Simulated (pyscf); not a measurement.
**Routes from H₂B–NH₂ + hydrogen fluoride (HF)**

Candidate steps break at most two bonds and form at most two. Each was searched with GFN2-xTB (tblite) first. Optimised with ωB97X-D3(BJ)/def2-SVP in PySCF. MP2 and CC: frozen core, UHF for open shells. ΔMP2 is the change of the MP2 total energy from the triple- to the quadruple-zeta basis. Energies: CCSD(T)/def2-TZVPP + ΔMP2(QZVPP), eV, from the separated reactants, singlet surface.

| products | type | ΔE‡ | ΔE | ΔG‡ 298 K | ΔG‡ 900 K | ν‡ (cm⁻¹) |
|---|---|---|---|---|---|---|
| H₂B–F + NH₃ | four-centre exchange | 0.52 | +0.03 | 0.93 | 1.83 | 696i |
| H₂B–NH₂ + HF | four-centre exchange | 2.01 | 0.00 | 2.30 | 3.12 | 2018i |

Row 1: On the reactant side the descent ends in a complex, 0.20 eV under the separated species and 0.60 eV under the saddle at ωB97X-D3(BJ)/def2-TZVP. On the product side the descent ends in an adduct with a B–N contact, 0.95 eV under the separated species and 1.37 eV under the saddle at ωB97X-D3(BJ)/def2-TZVP. Row 2: On the reactant side the descent ends in a complex, 0.20 eV under the separated species and 2.05 eV under the saddle at ωB97X-D3(BJ)/def2-TZVP. On the product side the descent ends in a complex, 0.20 eV under the separated species and 2.05 eV under the saddle at ωB97X-D3(BJ)/def2-TZVP. 

Plain bond fissions and candidates not yet searched are not listed, and one of them may be faster. Each barrier is that of the saddle found; lower ones may exist. The CCSD(T) − MP2 part came from Ansatz, without density fitting, on the same reference.
